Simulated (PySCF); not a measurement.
A ladder of Hamiltonians for He (helium, neutral)

Occupied: 1s1/2. Hartree-Fock calculated with PySCF 2.14 in an even-tempered Gaussian basis (19 s from 0.02 bohr⁻², ratio 2.3; 11 p from 0.024 bohr⁻², ratio 2.3), Gaussian nucleus throughout. NR is non-relativistic, sf-X2C the spin-free one-electron X2C Hamiltonian, X2C adds the bare one-electron spin-orbit term, X2C-SNSO screens it by Boettger's factors, DC is four-component Dirac-Coulomb, and the Gaunt and Breit terms are added at first order (total energies over the DC spinors, levels after relaxing the spinors in that mean field). QED terms are absent.

```csv
Hamiltonian,E (hartree),E − E(DC) (hartree),CPU seconds
NR,-2.8617,0.0001,0.13
sf-X2C,-2.8618,0.0000,0.07
X2C,-2.8618,0.0000,0.07
X2C-SNSO,-2.8618,0.0000,0.07
DC,-2.8618,0.0000,0.72
DC+Gaunt,-2.8617,0.0001,1.7
DC+Breit,-2.8617,0.0001,23
```

```json
{"level (eV)": "1s1/2", "NR": "-24.979", "sf-X2C": "-24.979", "X2C": "-24.979", "X2C-SNSO": "-24.979", "DC": "-24.980", "DC+Gaunt": "-24.978", "DC+Breit": "-24.978"}
```

Weight of the small component: 1s1/2 3.81e-05.

Koopmans' value for the highest occupied level at DC+Breit: 24.978 eV, against an ionisation energy of 24.587 eV (measured; NIST Atomic Spectra Database, ionization energies); the former lacks relaxation, correlation, QED and recoil.

The whole ladder took 26 s of wall time on 1 thread of AMD EPYC 9R45 96-Core Processor (shared host), launched as `OMP_NUM_THREADS=1 python relrun2.py TASK.json OUT` (a driver that calls PySCF for each Hamiltonian).
